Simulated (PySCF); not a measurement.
Species: ketenimine, `C=C=N`. The columns A, B, C and D hold Mulliken, IAO, Hirshfeld and ESP-fitted charges (e) of one PBE0/pcSseg-1 density (PySCF), in a shuffled order. Coordinates in Å (GFN2-xTB); the density's dipole moment is (0.16, 0.11, 1.46) D.

```
atom       x       y       z       A       B       C       D
  C1  -0.970  -0.032   0.075  -0.167  -0.968  -0.494  -0.273
  C2   0.309   0.005  -0.112  +0.108  +0.571  +0.232  +0.146
  N3   1.465   0.024  -0.477  -0.203  -0.612  -0.397  -0.389
  H4  -1.555   0.869   0.098  +0.059  +0.325  +0.186  +0.156
  H5  -1.483  -0.963   0.224  +0.059  +0.325  +0.186  +0.156
  H6   2.237   0.099   0.171  +0.144  +0.358  +0.288  +0.204
```

Question: Which column most likely holds the ESP-fitted charges?

Answer: B. Σ q r misses the density's dipole by 0.08 D (B), 0.34 D (C), 0.91 D (A), 1.52 D (D). Charges fitted to the outside potential are the only set here that is tied to the molecule's multipoles.

Question: And the Hirshfeld charges?

Answer: A. The mean sizes are 0.123 e (A), 0.221 e (D), 0.297 e (C), 0.527 e (B), and Hirshfeld charges are commonly the smallest of these schemes.

As computed, A = Hirshfeld, B = ESP-fitted, C = IAO, D = Mulliken. Hydrogens on carbon: Hirshfeld +0.06 to +0.06, ESP-fitted +0.32 to +0.33, IAO +0.19 to +0.19, Mulliken +0.16 to +0.16 e.

The Hirshfeld scheme weights the molecular density at each point by an atom's share of the summed free-atom densities. The ESP scheme fits charges at the nuclei, held to the total charge, to the electrostatic potential on points at 1.4 to 2.0 times the van der Waals radii.

Geometry: GFN2-xTB; no solvent, vibrations or thermal averaging.

The run behind these numbers computed NMR shieldings as well. Hardware: x86-64 server, one thread, shared host. Cost: 2.1 s wall.
